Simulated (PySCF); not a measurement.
Isomers C$_{8}$H$_{8}$O:

A. `InChI=1S/C8H8O/c1-7(9)8-5-3-2-4-6-8/h2-6H,1H3`
B. `c1ccc2c(c1)COC2`
C. SMILES C=C1C=CC=C1C(C)=O

Spectrum 1. 1H NMR (500 MHz, computed): δ 7.38 (m, 2H), 7.33 (m, 2H), 5.18 (m, 4H). 13C{1H} NMR (computed): δ 145.5 (C), 132.7 (CH), 126.1 (CH), 76.4 (CH2).

Spectrum 2. 1H NMR (500 MHz, computed): δ 8.18 (m, 2H), 7.62 (m, 1H), 7.57 (m, 2H), 2.55 (s, 3H). 13C{1H} NMR (computed): δ 197.9 (C), 139.5 (C), 138.9 (CH), 134.5 (CH), 133.7 (CH), 27.4 (CH3).

Spectrum 3. 1H NMR (500 MHz, computed): δ 8.06 (dd, J = 3.2, 1.4 Hz, 1H), 7.15 (ddd, J = 3.0, 1.9, 1.0 Hz, 1H), 6.67 (dd, J = 3.2, 1.9 Hz, 1H), 6.54 (m, 1H), 6.51 (m, 1H), 2.39 (s, 3H). 13C{1H} NMR (computed): δ 195.9 (C), 154.7 (C), 149.4 (CH), 149.0 (CH2), 139.3 (CH), 136.4 (CH), 133.9 (C), 28.7 (CH3).

How the numbers were obtained: structure optimised with PBE0-D3(BJ)/def2-SVP, NMR shieldings at PBE0/pcSseg-1/GIAO, B3LYP/pcJ-1 coupling constants (spin–dipole term left out of most H,H and C,H couplings), in PySCF 2.14.0 with density-fitted response routines (one conformer, non-relativistic Hamiltonian, in vacuum, rapidly exchanging positions averaged).

Scale: 1H (σ = 31.27 ppm) and 13C (σ = 184.41 ppm) against TMS (reference shieldings calculated alike). Multiplet labels drop J under 1 Hz and among equivalent protons, and merge close values. Unscaled 3J(H,H) run several per cent high. Shifts are as computed. Against solution values, carbons near 30 ppm lie about +2 ppm off and those near 130 ppm about +5 ppm. Of 1211 compounds with measured shifts, 218 miss one by over three times the rms of a fit or turn the order of signals round; such compounds aren't used in these exercises.

Which spectrum belongs to which compound?

Answers

1–B, 2–A, 3–C.

- Spectrum 1 (B): 4 13C signals; δC 132.7 is an aromatic CH; δC 126.1 is an aromatic CH.
- Spectrum 2 (A): 6 13C signals; δC 197.9 is a ketone carbonyl carbon; δC 138.9 is an aromatic CH.
- Spectrum 3 (C): 8 13C signals; δC 195.9 is a ketone carbonyl carbon; δC 154.7 is a fully substituted alkene carbon.
